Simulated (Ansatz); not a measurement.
**C2H6B radical: basis-set convergence**

Aim: see how fast density functionals converge with the basis set for C2H6B radical.

Computed with Ansatz 0.2.0, Gaussian basis. Level: one geometry, several basis sets.

Levels to be run: PBE0-D4/def2-SVP; ωB97M-V/def2-SVP; PBE0-D4/def2-QZVPP; ωB97M-V/def2-QZVPP; the functionals' def2-TZVPP values are taken from earlier runs.

**1. The geometry**

An earlier PBE0-D4 in a triple-zeta def2 set relaxation fixed the geometry.

SMILES `[CH2]BC`, 9 atoms, charge 0, spin multiplicity 2.

Atoms are counted from 1 here; the program's logs count them from 0.

Bond lengths: C1–B2 1.531 Å, C1–H4 1.089 Å, C1–H5 1.087 Å, B2–C3 1.561 Å, B2–H6 1.202 Å, C3–H7 1.092 Å, C3–H8 1.097 Å, C3–H9 1.097 Å. Angles: B2–C1–H4 122.7°, B2–C1–H5 123.3°, H4–C1–H5 113.9°, C1–B2–C3 122.9°, C1–B2–H6 118.3°, C3–B2–H6 118.8°, B2–C3–H7 115.2°, B2–C3–H8 109.8°, B2–C3–H9 110.0°, H7–C3–H8 108.4°, H7–C3–H9 108.5°, H8–C3–H9 104.4°.

**2. PBE0-D4 in def2-SVP**

in.yaml reads:

```yaml
crystal:
  periodic: [false, false, false]
  atoms:
    - {symbol: C, position_ang: [-0.840053, 0.743345, -1.023536]}
    - {symbol: B, position_ang: [0.191752, 0.540829, 0.089128]}
    - {symbol: C, position_ang: [0.524993, -0.860068, 0.691831]}
    - {symbol: H, position_ang: [-1.406610, -0.078408, -1.457781]}
    - {symbol: H, position_ang: [-1.074466, 1.714923, -1.450610]}
    - {symbol: H, position_ang: [0.769056, 1.506575, 0.512968]}
    - {symbol: H, position_ang: [-0.036496, -1.695284, 0.267484]}
    - {symbol: H, position_ang: [1.596149, -1.069217, 0.576441]}
    - {symbol: H, position_ang: [0.364176, -0.849195, 1.777073]}
basis:
  gaussian: {orbitals: def2-SVP}
magnetization: {spin_polarized: true, initial_magnetization: 1}
hamiltonian: {xc: pbe0, dispersion: d4}
output: {orbitals: {seedname: orbitals}}
```

Further steps of the session: ωB97M-V in def2-SVP; PBE0-D4 in def2-QZVPP; ωB97M-V in def2-QZVPP.

Q: Predict the results of all the runs planned. Wanted: PBE0-D4: double and triple zeta above quadruple; ωB97M-V: double and triple zeta above quadruple.

As calculated:

```
                                       quantity          value
PBE0-D4: double and triple zeta above quadruple  3.29, 0.17 eV
ωB97M-V: double and triple zeta above quadruple  3.52, 0.17 eV
```

**Reading.** For PBE0-D4 the step from double to triple zeta gains 3.11 eV and the next only 0.17 eV. Total energies overstate the basis error of differences, where much of it tends to cancel.
